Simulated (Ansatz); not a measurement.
Molecule: CH₃O₂, net charge 1, singlet state. It need not be the lowest isomer of its formula. SMILES: O=C[OH2+]
Structure (B3LYP-D3(BJ)/def2-TZVP (Ansatz, a quantum-chemistry and plane-wave program) minimum search):
```
O
H 1 0.9757
H 1 0.9767 2 111.71
C 1 1.6993 2 121.90 3 141.92
O 4 1.1347 1 115.09 2 -152.58
H 4 1.0879 5 142.66 1 176.53
```
Charge +1, spin multiplicity 1.

Parts of the frozen-core correlation energy in STO-3G (Ansatz, hartree). Frozen orbitals: 3; correlated occupied orbitals by spin: 9 and 9; virtual: 6 and 6. No spin-orbit coupling. Non-relativistic.

```tsv
term	value
reference (HF)	-186.55687
MP2 opposite-spin	-0.14352
MP2 same-spin	-0.03706
CCSD correlation	-0.20276
(T)	-0.00667
T1 diagnostic	0.017
largest doubles amplitude	0.104
```
